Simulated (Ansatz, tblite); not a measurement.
# The cluster Li₃Te+: rung by rung

The task here is to estimate one member of a computed series from the others.

Method: as each input shows; program: Ansatz 0.2.0, Gaussian basis.

Levels to be run: GFN1-xTB, GFN2-xTB, PBE-D4/def2-TZVP, r2SCAN-D4/def2-TZVP, BLYP-D4/def2-TZVP, LDA/def2-TZVP, CAM-B3LYP-D4/def2-TZVP, LC-ωPBE/def2-TZVP, B2PLYP/def2-TZVP, PBE-D4/def2-SVP, PBE0-D4/def2-SVP, CCSD(T)/def2-TZVPP, MP2/def2-TZVP, RPA/def2-TZVP.

2 further runs of the same task are left out: 2 set aside as unsound or not needed. Runs told in other sessions of the task aren't counted.

## The geometry

The geometry is that of the singlet, from an earlier relaxation (PBE0-D4/def2-TZVP). At that level it is the lowest of the isomers that a small search found.

4 atoms, charge 1, spin multiplicity 1.

Bond lengths: Li1–Te4 2.503 Å, Li2–Te4 2.503 Å, Li3–Te4 2.503 Å. Angles: Li1–Te4–Li2 112.8°, Li1–Te4–Li3 112.7°, Li2–Te4–Li3 112.7°.

Coordinates:

```xyz
4
charge 1, multiplicity 1
Li   -2.1185    0.7083   -0.9114
Li    0.0389   -1.4663    1.9154
Li    2.0193    1.1410   -0.6633
Te    0.0603   -0.3829   -0.3407
```

Te takes a core potential in the def2 sets. No spin-orbit coupling is included. The ion is computed in the gas phase, without counter-ions or solvent.

PBE0-D4/def2-TZVP was run before; its log isn't repeated, and its numbers join the tables.

The first run:

Tight binding, by tblite at 300 K electronic temperature and without a spin-polarisation term:

```python
tblite.interface.Calculator('GFN1-xTB', numbers, positions, charge=1, uhf=0).singlepoint()
```

Tight binding, by tblite at 300 K electronic temperature and without a spin-polarisation term:

```python
tblite.interface.Calculator('GFN2-xTB', numbers, positions, charge=1, uhf=0).singlepoint()
```

start.molden holds the orbitals of an earlier run on this state, given as this run's starting guess.

The input, in.yaml:

```yaml
crystal:
  periodic: [false, false, false]
  atoms:
    - {symbol: Li, position_ang: [-2.118498, 0.708289, -0.911373]}
    - {symbol: Li, position_ang: [0.038921, -1.466313, 1.915373]}
    - {symbol: Li, position_ang: [2.019254, 1.140960, -0.663314]}
    - {symbol: Te, position_ang: [0.060313, -0.382926, -0.340695]}
basis:
  gaussian: {orbitals: def2-TZVP, initial_orbitals: start.molden}
total_charge: 1
hamiltonian: {xc: pbe, dispersion: d4}
scf: {omitted_lower_state_checks: [starts]}
output: {orbitals: {seedname: orbitals}}
```

The run is started by

```bash
$ ansatz run in.yaml --threads 4 --pin off --events-out ev --progress --plain --max-ram 3916MiB
```

Among the steps run: PBE-D4/def2-TZVP; r2SCAN-D4/def2-TZVP; BLYP-D4/def2-TZVP; LDA/def2-TZVP; CAM-B3LYP-D4/def2-TZVP; LC-ωPBE/def2-TZVP; B2PLYP/def2-TZVP; PBE-D4/def2-SVP; PBE0-D4/def2-SVP; CCSD(T)/def2-TZVPP; MP2/def2-TZVP; RPA/def2-TZVP.

One of the session's tables, all rows but one given; the rest of the session is left out.

```
                 level  HOMO (eV)  LUMO (eV)  gap (eV)
         LDA/def2-TZVP      -8.22      -5.06      3.16
       PBE-D4/def2-SVP      -8.00      -5.00      3.00
      PBE-D4/def2-TZVP      -8.09      -5.07      3.02
     BLYP-D4/def2-TZVP      -7.92      -5.15      2.77
   r2SCAN-D4/def2-TZVP      -8.21      -4.33      3.88
      PBE0-D4/def2-SVP      -8.89      -4.44      4.45
     PBE0-D4/def2-TZVP      -8.96      -4.51      4.46
CAM-B3LYP-D4/def2-TZVP     -10.07      -4.04      6.03
     LC-ωPBE/def2-TZVP          ?          ?         ?
```

**Question.** Estimate the row for LC-ωPBE/def2-TZVP.

The run gave: HOMO (eV): -11.27; LUMO (eV): -3.17; gap (eV): 8.10. In the column «HOMO (eV)» it is the lowest.
